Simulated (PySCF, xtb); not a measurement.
ethylene (C2H4), SMILES C=C.

Harmonic wavenumbers (cm⁻¹) from xtb 6.7.1 with GFN2-xTB at its own minimum, in rising order: 841, 872, 1021, 1035, 1183, 1394, 1420, 1705, 3096, 3097, 3104, 3129.

Task: What does r2SCAN-D4/def2-TZVP (PySCF 2.14.0) give at its own minimum? (Estimate from the structure and the level; the computed values follow.)

Result: 831, 964, 971, 1076, 1243, 1381, 1469, 1685, 3130, 3143, 3205, 3235. Paired by order, the mean absolute difference is 52 cm⁻¹ and the zero-point energies are 31.3 and 31.9 kcal/mol.
